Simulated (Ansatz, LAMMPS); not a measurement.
# bcc Ta, lattice parameter a

Reference value: 3.299 Å (measured, static lattice: zero-point anharmonic expansion removed; as tabulated in Mejia-Rodriguez and Trickey (2018), arXiv:1807.09216).

| level (code) | value (Å) | error (%) |
|---|---|---|
| Lennard-Jones uff-vdw (LAMMPS) | 3.486 | +5.67 |
| SNAP Ta06A.snap (LAMMPS) | 3.316 | +0.52 |
| LDA (Ansatz) | 3.253 | -1.39 |
| PBE (Ansatz) | 3.319 | +0.61 |
| PBE+SOC (Ansatz) | 3.319 | +0.61 |
| PBEsol+SOC (Ansatz) | 3.281 | -0.55 |
| revPBE (Ansatz) | 3.333 | +1.03 |
| RPBE (Ansatz) | 3.339 | +1.21 |
| PBE-D3(BJ) (Ansatz) | 3.285 | -0.42 |
| rVV10 (Ansatz) | 3.338 | +1.18 |
| r²SCAN+rVV10 (Ansatz) | 3.296 | -0.09 |
| PBE0 (Ansatz) | 3.310 | +0.33 |

Leaving aside Lennard-Jones uff-vdw, SNAP Ta06A.snap, which can be fitted to such values or carry a doubt: The best agreement in this table is that of r²SCAN+rVV10 (-0.09 %). LDA (-1.39 %) misses by most. Within 1 %: PBE, PBE+SOC, PBEsol+SOC, PBE-D3(BJ), r²SCAN+rVV10, PBE0. The least costly first-principles kind among them: DFT without exact exchange (PBE, PBE+SOC, PBEsol+SOC, PBE-D3(BJ), r²SCAN+rVV10).

Density-functional levels without +SOC have no spin–orbit coupling. Lennard-Jones uff-vdw: this is a force field's van der Waals term alone, without bonds or charges. Lennard-Jones uff-vdw: pair potentials favour close packing, so symmetry can be all that holds this lattice. Cutoffs and k meshes differ between the levels. Ansatz's density-functional and Hartree–Fock values are scalar-relativistic unless marked +SOC, with PAW data made under PBE.

Machine-learned potentials (SNAP Ta06A.snap) are trained on DFT data, which may include these solids.

Differences are worked out from the printed values.

Ansatz is an electronic-structure program.
